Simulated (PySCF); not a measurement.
# PS⁺ at PBE0

Computed with PBE0; P def2-SVP, S def2-SVP; no relativity (PySCF 2.14).

* state: triplet, unpaired electrons π ↑↑, a mixture of terms (⟨Lz²⟩ = 2.0), a second solution, started from another occupation
* bond length: 0.2039 nm
* harmonic wavenumber: 619 cm⁻¹
* force constant: 3.55 mdyn/Å
* rotational constant Be: 0.2576 cm⁻¹
* anharmonicity ωexe: 2.62 cm⁻¹
* vibration–rotation constant αe: 0.00140 cm⁻¹
* energy of the minimum from ground-state P + S⁺: -3.80 eV
* bond order (Mayer): 1.74
* dipole moment (positive dipole points towards S; it is taken about the centre of mass and depends on that origin): -0.96 D

For an ion De counts to the pair picked by the measured ionisation energies or electron affinities, which need not be the lowest pair at this level.
